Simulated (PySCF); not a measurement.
SCF from a fresh guess for singlet Li₂Cl⁺, at the PBE0 minimum. PySCF input:

```python
from pyscf import gto, scf, dft
mol = gto.M(atom='''
Cl    -0.000000     0.000000     0.000000
Li    -0.000000     0.000000     2.131495
Li     0.000000    -0.000000    -2.131495''',
    basis={'Cl': 'def2-TZVP', 'Li': 'def2-TZVP'},
    charge=1, spin=0)
mf = dft.RKS(mol, xc='PBE0')
mf.grids.atom_grid = (50, 194)
aux = {'Cl': 'def2-universal-JKFIT', 'Li': 'def2-universal-JKFIT'}
mf = mf.density_fit(auxbasis=aux)
mf.conv_tol = 1e-08
mf.diis_space = 10
mf.max_cycle = 60
mf.init_guess = 'minao'
mf.verbose = 4
mf.kernel()
```

Excerpt of the output (cycles and frontier levels):

```
init E= -475.070490708271
  HOMO = -0.417282626230379  LUMO = -0.0959746438081401  gap/eV = 8.74324
cycle= 1 E= -474.957101771459  delta_E= 0.113  |g|= 0.272  |ddm|= 1.01
  HOMO = -0.407152218114894  LUMO = -0.171408297137999  gap/eV = 6.41492
cycle= 2 E= -474.961518183431  delta_E= -0.00442  |g|= 0.286  |ddm|= 0.547
  HOMO = -0.468695010633062  LUMO = -0.176299854213161  gap/eV = 7.95648
cycle= 3 E= -474.980039496146  delta_E= -0.0185  |g|= 0.0145  |ddm|= 0.24
  HOMO = -0.472622532344196  LUMO = -0.175874957145916  gap/eV = 8.07491
cycle= 4 E= -474.980076649968  delta_E= -3.72e-05  |g|= 0.00106  |ddm|= 0.0125
  HOMO = -0.472385744716695  LUMO = -0.175602423942942  gap/eV = 8.07589
cycle= 5 E= -474.980077074683  delta_E= -4.25e-07  |g|= 7.11e-05  |ddm|= 0.00165
  HOMO = -0.472357934528037  LUMO = -0.175581827542914  gap/eV = 8.07569
cycle= 6 E= -474.980077076544  delta_E= -1.86e-09  |g|= 8.77e-06  |ddm|= 0.00012
  HOMO = -0.472352788749342  LUMO = -0.175580152504068  gap/eV = 8.07559
Extra cycle  E= -474.980077076551  delta_E= -7.22e-12  |g|= 7.85e-06  |ddm|= 1.69e-05
converged SCF energy = -474.980077076551
```

No lower solution of this spin was found by a stability analysis within the restricted form, which does not test spin polarisation.

The search for the lowest solution, with the stability check, took 1.6 s on 2 threads of a shared Arm Neoverse N1 host, with 65 basis functions; the process peaked at 0.26 GiB. Launch command: `OMP_NUM_THREADS=2 python axn.py task.json out`.
